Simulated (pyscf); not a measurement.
Single points on ωB97X-D3(BJ)/def2-SVP structures (PySCF, gas phase).

**Question.** Estimate by transition-state theory the rate constant of H₃C–CH₃ + •H₂C–Br → H₃C–CH₂–Br + CH₃• (doublet surface; C–C broken, C–C formed) at 900 K, with ωB97M-D3(BJ)/def2-TZVP energies (ideal gas, 1 atm, RRHO with modes under 100 cm⁻¹ raised to 100, one conformer, R ln 2 for chiral ones without a mode under 150 cm⁻¹; no tunnelling).

**Answer.** The electronic barrier is 49.9 kcal/mol and the thermal terms add +29.6, so ΔG‡ = 79.5 kcal/mol. With k_BT/h = 1.88e+13 s⁻¹ and RT = 1.788 kcal/mol, and a volume of 1.23e-19 cm³ per molecule at 1 atm, k = 1.1e-25 cm³ molecule⁻¹ s⁻¹. Wigner's tunnelling factor for 1263i cm⁻¹ would be 1.17. A shift of 1 kcal/mol in the barrier changes k by a factor 1.7. This is the saddle that the search found; another between the same sides may lie lower. The angle at the attacked C is 179°. Elements up to Kr have no core potential and no relativistic terms here.
